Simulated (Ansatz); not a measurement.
CsCl-type TlBr

All values below come from PBE (PAW; Ansatz, a quantum-chemistry and plane-wave program).

Run with plane-wave cutoff 520 eV, 6×6×6 k mesh, perturbation theory, scalar-relativistic PAW data made under PBE.

Cell (measured lattice):

TlBr has the cubic space group Pm-3m (No. 221), the CsCl type structure, Pearson symbol cP2. Conventional cell: a = 3.9800 Å, b = 3.9800 Å, c = 3.9800 Å, α = 90.00°, β = 90.00°, γ = 90.00°. Tl on 1a has 8 Br at 3.447 Å (cubic). Br on 1b is surrounded by 8 Tl at 3.447 Å (cubic). (Neighbours: up to the widest gap in distance over summed covalent radii, below 1.35, at either atom; cation-cation and far metal-metal contacts left out.)

| Item | Result |
|---|---|
| TO(Γ) frequency | 37 cm⁻¹ |

Note: the cell isn't this level's own, so it is under some stress, which shifts stiffness and frequencies.

Spin–orbit coupling is not included; it can shift volumes and moduli of such heavy elements.
